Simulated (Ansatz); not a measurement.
# HCSi, doublet: the ladder up to full CI

Geometry: that of the HCSi, quartet, kept fixed.

```yaml
atoms:
  - { symbol: Si, position_ang: [0.0000, 0.0326, 0.6172] }
  - { symbol: C, position_ang: [0.0000, -0.1270, -1.2686] }
  - { symbol: H, position_ang: [0.0000, 0.6065, -2.0825] }
```

Basis 6-31G; Ansatz 0.2.0. Only valence electrons are correlated (noble-gas cores frozen), which leaves 9 electrons in 18 orbitals. R marks a restricted (for open shells ROHF) determinant, U an unrestricted one. Active spaces: valence = (9e, 9o) chosen from the atoms' valence shells.

Full CI is exact within this basis and frozen core; it isn't the basis-set limit. The frozen core follows each run's orbitals, which can shift R against U totals by a few meV.

Unrestricted rows (U) aren't spin-pure: their determinants' ⟨S²⟩ exceeds S(S+1) by up to 0.79, so they mix in states of higher spin. For open shells CISD and CISDTQ are restricted-active-space CI with the open shells as a complete middle space.

```
UHF ⟨S²⟩                          : 1.540
T1 diagnostic (RCCSD)             : 0.0644
largest doubles amplitude (RCCSD) : 0.219
T1 diagnostic (UCCSD)             : 0.0982
```

| level | E − E(RHF) (eV) |
| --- | --- |
| UHF | -0.9193 |
| RMP2 | -3.5350 |
| UMP2 | -3.2015 |
| RCCSD | -4.3153 |
| UCCSD | -4.3304 |
| RCCSD(T) | -4.4887 |
| UCCSD(T) | -4.4639 |

Q: Estimate how far full CI in 6-31G lies from RCCSD(T). The table doesn't fix it; the size of (T) and the diagnostics are the guide.

A: Full CI in 6-31G lies 6.6 kJ/mol below RCCSD(T), which is 40 % of the (T) step (-16.7 kJ/mol). T1 is raised, a doubles amplitude is large, and the rest is a large part of (T). The miss exceeds 1 kcal/mol.

The other levels:

| level | E − E(full CI) (kJ/mol) | share of correlation (%) | wall time |
| --- | --- | --- | --- |
| CISD | 61.6 | 85.98 | 0.48 s |
| BCCD(T) | 6.9 | 98.44 | 1.3 s |
| RCCSDT | 3.1 | 99.30 | – |
| UCCSDT | 3.2 | 99.27 | – |
| CISDTQ | 4.1 | 99.07 | 6.5 s |
| RCCSDT(Q) | 0.4 | 99.91 | 3.2 s |
| UCCSDT(Q) | 0.9 | 99.80 | 4.2 s |
| RCCSDTQ | 0.4 | 99.91 | 33 s |
| UCCSDTQ | 0.5 | 99.89 | 37 s |
| CASSCF (valence space) | 112.5 | 74.41 | – |
| NEVPT2 (valence space) | 29.5 | 93.30 | 2 s |
| MRCISD (valence space) | 4.3 | 99.02 | – |
| MRCISD+Q (valence space) | 1.4 | 99.68 | 3 s |
| MRCISD+Q(relaxed) (valence space) | -0.1 | 100.03 | 4.3 s |

The correlation energy at full CI, counted from RHF, is -4.557 eV. That run took 1.9 min on 1 thread of Intel Xeon 6975P-C, shared host over 13,106,016 determinants.

Times hold each run's SCF and search for its determinant on a shared host, so for small cases they say little of a method's own cost; they ran on 1 thread of Intel Xeon 6975P-C.

The full-CI state has the irrep A' of Cs, in the program's axes.

Natural occupations of full CI about the gap: 1.972 1.960 1.899 1.818 0.982 0.178 0.089 0.039 0.025 0.008; effectively unpaired electrons, Σ n²(2−n)², 1.30.
